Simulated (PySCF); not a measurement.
# C6H12: geometry, NMR shifts, spin-spin couplings and electronic excitations

Aim: predict the NMR shifts, spin-spin couplings and electronic excitations of C6H12 (`CC/C=C/CC`).

Programs: PySCF 2.14.0, with density-fitted response routines of our own. Each step states its level of theory. These are calculated values for one molecule in the gas phase, unless marked as measured. Atoms are numbered from 0 throughout.

## Step 1: The molecule as given

18 atoms, charge 0, multiplicity 1; geometry from: GFN2-xTB.

Bonds of the start (Å): C0–C1 1.53, C1–C2 1.50, C2–C3 1.32, C3–C4 1.50, C4–C5 1.53, C0–H6 1.09, C0–H7 1.09, C0–H8 1.09, C1–H9 1.09, C1–H10 1.09, C2–H11 1.08, C3–H12 1.08, C4–H13 1.09, C4–H14 1.09, C5–H15 1.09, C5–H16 1.09, C5–H17 1.09.

## Step 2: Optimising the geometry at PBE0-D3(BJ)/def2-SVP

Job settings and geometry (Å):

```
{"job": {"xc": "PBE0", "basis": "def2-SVP", "d3": "d3bj", "grid": 1, "kind": "geom"}, "charge": 0, "multiplicity": 1}
C     -2.733725     0.575970    -0.205085
C     -1.907209    -0.680852     0.067677
C     -0.531577    -0.330173     0.539600
C      0.587432    -0.642744    -0.090781
C      1.961767    -0.273344     0.370321
C      2.662984     0.622426    -0.651039
H     -2.805327     1.187569     0.691570
H     -3.739588     0.310872    -0.522619
H     -2.268049     1.170260    -0.987960
H     -1.844971    -1.284025    -0.840098
H     -2.409209    -1.276060     0.836222
H     -0.490789     0.231644     1.464762
H      0.546711    -1.197639    -1.020109
H      1.904734     0.240623     1.331724
H      2.551485    -1.184642     0.507766
H      2.108432     1.549212    -0.782123
H      3.670356     0.864455    -0.319410
H      2.727785     0.122765    -1.615406
```

**Question.** This job is followed by: GIAO PBE0/pcSseg-1 NMR shielding, non-relativistic, gas phase; B3LYP/pcJ-1 indirect spin-spin coupling, non-relativistic, gas phase; TDDFT CAM-B3LYP/def2-SVPD, vertical, gas phase, core orbitals frozen in the response; GIAO wB97X-D/pcSseg-1 NMR shielding, non-relativistic, gas phase. What will the session give for the following? point group; rotational constants (main isotopes); 13C shifts against TMS (PBE0/pcSseg-1, means over atoms taken as alike); 1H shifts against TMS (PBE0/pcSseg-1, means over atoms taken as alike); largest coupling of the table (B3LYP/pcJ-1); lowest singlet (CAM-B3LYP/def2-SVPD); lowest triplet; vertical ionisation energy (ΔSCF); range of the shift of C1.

**Answer**, as computed:

| quantity | value |
| --- | --- |
| point group | C2 |
| rotational constants (main isotopes) | 9.32, 1.36, 1.29 GHz |
| 13C shifts against TMS (PBE0/pcSseg-1, means over atoms taken as alike) | 140.5, 30.8, 17.0 ppm |
| 1H shifts against TMS (PBE0/pcSseg-1, means over atoms taken as alike) | 5.60, 1.94, 0.97 ppm |
| largest coupling of the table (B3LYP/pcJ-1) | 1J(C,H) C2–H11, 155.1 Hz |
| lowest singlet (CAM-B3LYP/def2-SVPD) | 7.06 eV (176 nm), f = 0.463 |
| lowest triplet | 4.33 eV |
| vertical ionisation energy (ΔSCF) | 9.03 eV |
| range of the shift of C1 | 29.9 to 30.8 ppm |

Relaxing lowered the energy by 0.058 eV in 4 steps; the close pair that moved most is C3–H12, from 1.083 to 1.100 Å. C2, C3 (mean) (alkene CH) lies farthest downfield among carbon, at 140.5 ppm; as expected for a trigonal carbon in a double bond. At PBE0/pcSseg-1: The widest tensor belongs to C2, C3: span 204 ppm, with a paramagnetic part of -214 ppm. Of the pairs tabulated at B3LYP/pcJ-1, C2–H11 (mean over like pairs) couples most strongly (155.1 Hz; Fermi contact 153.8 Hz). Couplings across rotatable bonds belong to this one conformer; where others are populated, the observed values are averages. The lowest singlet, at 7.06 eV, is HOMO→LUMO 0.80, HOMO→LUMO+1 0.08 and is bright; of the 10 states computed, the strongest absorption comes from states 1 to 2 together at 7.06 eV. The lowest triplet lies 2.74 eV below the lowest singlet (triplets in Tamm-Dancoff, singlets in full TDDFT). At CAM-B3LYP/def2-SVPD, the highest states lie near or above the ionisation energy, where they hang on the basis. ΔSCF puts the ionisation energy at 9.03 eV, 0.76 eV above −ε(HOMO). Across the 2 runs the shift of C1 (with its like atoms) moves most, between 29.9 (wB97X-D/pcSseg-1) and 30.8 ppm (PBE0/pcSseg-1).
